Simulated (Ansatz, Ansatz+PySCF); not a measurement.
```xyz
2

Si    0.0000    0.0000   -0.1109
H     0.0000    0.0000    1.5530
```

Basis set: cc-pVTZ (spherical functions). Correlated methods keep 5 orbitals frozen. Charge 0, multiplicity 2.

Computed with Ansatz (development build ahead of 0.2.0); each method stands on the lowest determinant of its kind that the runs found.

Problem. Give the atomization energy at this shape (free ground-state atoms in the same class of orbitals less the molecule, no zero-point energy) of doublet SiH by UHF-MP2, UHF.

Solution.

```json
{"method": "UHF-MP2", "atomization energy": "268.7 kJ/mol"}
{"method": "UHF", "atomization energy": "203.7 kJ/mol"}
```
